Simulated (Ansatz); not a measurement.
# AlNH3 (quartet): wave-function methods side by side, cc-pVTZ

Aim: climb from Hartree-Fock through coupled cluster for AlNH3 (quartet) at one geometry and basis, and see what each rung misses.

Method: cc-pVTZ, core rule «outside noble gas», up to 6 orbitals frozen; program: Ansatz 0.2.0, Gaussian basis.

The runs, in order: UHF; CCSD(T) on ROHF; CCSD(T) on UHF; BCCD(T) on ROHF; CCSDT(Q) on ROHF; CCSDT(Q) on UHF.

6 further runs of the same task are left out: 4 for a known fault of the program, 2 set aside as unsound or not needed.

## 1. The system

The geometry is a PBE0/def2-TZVP stationary point (not a proven minimum) of the parent state, kept for this charge and spin.

5 atoms, charge 0, spin multiplicity 4.

Atoms are counted from 1 here; the program's logs count them from 0.

Bond lengths: Al1–N2 1.774 Å, Al1–H3 1.604 Å, N2–H4 1.009 Å, N2–H5 1.007 Å. Angles: N2–Al1–H3 115.8°, Al1–N2–H4 124.4°, Al1–N2–H5 125.4°, H4–N2–H5 110.2°.

## 2. UHF

Input file in.yaml:

```yaml
crystal:
  periodic: [false, false, false]
  atoms:
    - {symbol: Al, position_ang: [0.000000, -0.104009, 0.648758]}
    - {symbol: N, position_ang: [0.000000, 0.087527, -1.114734]}
    - {symbol: H, position_ang: [0.000000, 1.256470, 1.498750]}
    - {symbol: H, position_ang: [0.000000, 0.977077, -1.591329]}
    - {symbol: H, position_ang: [0.000000, -0.665655, -1.783277]}
basis:
  gaussian: {orbitals: cc-pVTZ}
magnetization: {spin_polarized: true, initial_magnetization: 3}
hamiltonian: {xc: hf}
output: {orbitals: {seedname: orbitals}}
```

Run with:

```
> ansatz run in.yaml --threads 1 --pin off --events-out ev --progress --plain --max-ram 2560MiB --backend cpu
```

After this run come: CCSD(T) on ROHF; CCSD(T) on UHF; BCCD(T) on ROHF; CCSDT(Q) on ROHF; CCSDT(Q) on UHF.

Before running them: what should the planned runs give, taken together? Wanted: UCCSDT(Q) below the RHF energy; RMP2 from UCCSDT(Q); UMP2 from UCCSDT(Q); RCCSD from UCCSDT(Q); RCCSD(T) from UCCSDT(Q); UCCSD(T) from UCCSDT(Q); RCCSDT(Q) from UCCSDT(Q); T1 diagnostic.

As calculated:

| quantity | value |
| --- | --- |
| UCCSDT(Q) below the RHF energy | -7.4742 eV |
| RMP2 from UCCSDT(Q) | +1040.1 meV |
| UMP2 from UCCSDT(Q) | +1050.9 meV |
| RCCSD from UCCSDT(Q) | +237.5 meV |
| RCCSD(T) from UCCSDT(Q) | +33.2 meV |
| UCCSD(T) from UCCSDT(Q) | +31.4 meV |
| RCCSDT(Q) from UCCSDT(Q) | +2.5 meV |
| levels within 1 kcal/mol (43 meV) | RCCSD(T), UCCSD(T), BCCD(T), RCCSDT, UCCSDT, RCCSDT(Q) |
| T1 diagnostic | 0.019 |

**Reading.** RCCSD(T) lands +33.2 meV from the yardstick (0.4 % of the correlation energy). These misses are within one basis, not against nature; the frozen cores of restricted and unrestricted runs differ, which can shift their rows.
